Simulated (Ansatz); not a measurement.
Chalcopyrite CdGeAs2, treated with PBEsol (PAW; Ansatz, a first-principles code).

Run with plane-wave cutoff 560 eV, 8×8×8 k mesh, Fermi–Dirac smearing 0.01 eV, scalar-relativistic PAW data made under PBE.

Starting structure:

```
CELL_PARAMETERS angstrom
     -2.97000     2.97000     5.61000
      2.97000    -2.97000     5.61000
      2.97000     2.97000    -5.61000
ATOMIC_POSITIONS crystal
  Cd 0.00000 0.00000 0.00000
  Cd 0.75000 0.25000 0.50000
  Ge 0.50000 0.50000 0.00000
  Ge 0.25000 0.75000 0.50000
  As 0.87500 0.84600 0.47100
  As 0.15400 0.62500 0.02900
  As 0.37500 0.40400 0.52900
  As 0.59600 0.12500 0.97100
```

**Question.** Into what structure does the relaxation of cell and atoms lead at this level, with the symmetry of the start kept?

**Answer.** The volume increases by 0.9 %; final space group I-42d.
```
CELL_PARAMETERS angstrom
     -2.97123     2.97123     5.65549
      2.97123    -2.97123     5.65549
      2.97123     2.97123    -5.65549
ATOMIC_POSITIONS crystal
  Cd 0.00000 0.00000 0.00000
  Cd 0.75000 0.25000 0.50000
  Ge 0.50000 0.50000 0.00000
  Ge 0.25000 0.75000 0.50000
  As 0.87500 0.84973 0.47473
  As 0.15027 0.62500 0.02527
  As 0.37500 0.40027 0.52527
  As 0.59973 0.12500 0.97473
```
